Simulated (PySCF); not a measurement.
**From one method to the next for ClF4**

Aim: see what other levels and later steps give for ClF4.

Method: each script names its method and basis; program: PySCF 2.14.0.

5 further runs of the same task are left out: 5 that didn't finish.

**1. Starting geometry**

ClF4: 5 atoms, charge 0, spin multiplicity 2.

Bond lengths: Cl1–F2 1.769 Å, Cl1–F3 1.769 Å, Cl1–F4 1.769 Å, Cl1–F5 1.769 Å. Angles: F2–Cl1–F3 89.2°, F2–Cl1–F4 166.5°, F2–Cl1–F5 89.2°, F3–Cl1–F4 89.2°, F3–Cl1–F5 166.5°, F4–Cl1–F5 89.2°.

**2. The run that the others are compared with**

input.py reads:

```python
from pyscf import gto, scf, tdscf

mol = gto.M(
    atom='Cl 0 0 0.1417; F 1.7569 0 -0.0658; F 0 1.7569 -0.0658; F -1.7569 0 -0.0658; F 0 -1.7569 -0.0658',
    basis='sbkjc',
    ecp={'Cl': 'sbkjc', 'F': 'sbkjc'},
    charge=0,
    spin=1,
    verbose=4,
)
mf = scf.UHF(mol)
mf.kernel()
td = tdscf.TDHF(mf)
td.nstates = 8
td.kernel()
td.analyze(verbose=3)
mf.dip_moment()
print('orbital energies (hartree):', [e[max(0, n-3):n+3].round(4) for e, n in zip(mf.mo_energy, mol.nelec)])
```

Started as:

```sh
$ OMP_NUM_THREADS=1 python input.py
```

**3. NEVPT2 (ROHF)**

Run 1 changes step after the SCF: tddft → nevpt2; SCF type: UHF → ROHF; active space: none → 3 electrons in 5 orbitals.

input.py reads:

```python
from pyscf import gto, scf, mcscf, mrpt

mol = gto.M(
    atom='Cl 0 0 0.1417; F 1.7569 0 -0.0658; F 0 1.7569 -0.0658; F -1.7569 0 -0.0658; F 0 -1.7569 -0.0658',
    basis='sbkjc',
    ecp={'Cl': 'sbkjc', 'F': 'sbkjc'},
    charge=0,
    spin=1,
    verbose=4,
)
mf = scf.ROHF(mol)
mf.kernel()
mc = mcscf.CASSCF(mf, 5, 3)
mc.kernel()
mc.analyze()
mrpt.NEVPT(mc).kernel()
mf.dip_moment()
print('orbital energies (hartree):', mf.mo_energy[..., max(0, mol.nelec[1]-3):mol.nelec[0]+3].round(4))
```

**4. Gradient**

Run 2 changes step after the SCF: tddft → gradient.

input.py, as its differences from that of step 2:

```diff
@@ -1,2 +1,2 @@
-from pyscf import gto, scf, tdscf
+from pyscf import gto, scf
 
@@ -12,6 +12,3 @@
 mf.kernel()
-td = tdscf.TDHF(mf)
-td.nstates = 8
-td.kernel()
-td.analyze(verbose=3)
+mf.nuc_grad_method().kernel()
 mf.dip_moment()
```

Before running it: what results should come out? Wanted: for each run, E(SCF); from base; gap, α spin; SCF dipole; after the SCF.

**Answer**, as computed:

```csv
run,E(SCF) (hartree),from base (eV),cycles,"gap, α spin (eV)",SCF dipole (D),after the SCF
base,-109.549422,0,14,15.28,0.99,lowest root found 1.60 eV
NEVPT2 (ROHF),-109.516905,+0.8848,11,n/a,0.91,"NEVPT2 correlation -14.785 eV (from the SCF energy, the CASSCF gain included)"
gradient,-109.549422,0.0000,14,15.28,0.99,n/a
```

Total energies from different bases, Hamiltonians or methods carry different errors, so properties are taken as differences within one set-up.
